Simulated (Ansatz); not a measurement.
# LiH (singlet): wave-function methods side by side, 6-31G*

One table from this session's results is given with a row withheld; the runs are named, their logs left out.

The runs use Ansatz 0.2.0, Gaussian basis; 6-31G*, core rule «outside noble gas», up to 1 orbitals frozen.

To be run: UHF; CCSD(T) on RHF; BCCD(T) on RHF; Full CI.

21 further runs of the same task are left out: 10 for a known fault of the program, 1 that didn't finish, 10 set aside as unsound or not needed.

**The system**

The geometry is an MP2(full)/6-31G* stationary point (not a proven minimum).

2 atoms, charge 0, spin multiplicity 1.

Atoms are counted from 1 here; the program's logs count them from 0.

Bond lengths: Li1–H2 1.640 Å.

The first run:

The input, in.yaml:

```yaml
crystal:
  periodic: [false, false, false]
  atoms:
    - {symbol: Li, position_ang: [0.000000, 0.000000, 0.000000]}
    - {symbol: H, position_ang: [0.000000, 0.000000, 1.640000]}
basis:
  gaussian: {orbitals: "6-31G*"}
magnetization: {spin_polarized: true, initial_magnetization: 0}
hamiltonian: {xc: hf}
output: {orbitals: {seedname: orbitals}}
```

Launch:

```bash
ansatz run in.yaml --threads 1 --pin off --events-out ev --progress --plain --max-ram 2502MiB
```

Among the steps run: UHF; CCSD(T) on RHF; BCCD(T) on RHF; Full CI.

One of the session's tables, all rows but one given; the rest of the session is left out.

It belongs to the step «Misses and costs». 

| method | from FCI (meV) |
| --- | --- |
| RHF | ? |
| RMP2 | +189.5 |
| RCCSD | 0.0 |
| RCCSD(T) | 0.0 |
| BCCD(T) | 0.0 |
| FCI | 0 |

Q: Estimate the row for RHF from the others.

As computed: from FCI (meV): +600.2. In the column «from FCI (meV)» it is the highest.

With the free atoms at the same levels and basis (separate runs), the atomisation energy is 1.995 eV at FCI, 1.995 eV at RCCSD(T), 1.395 eV at RHF.
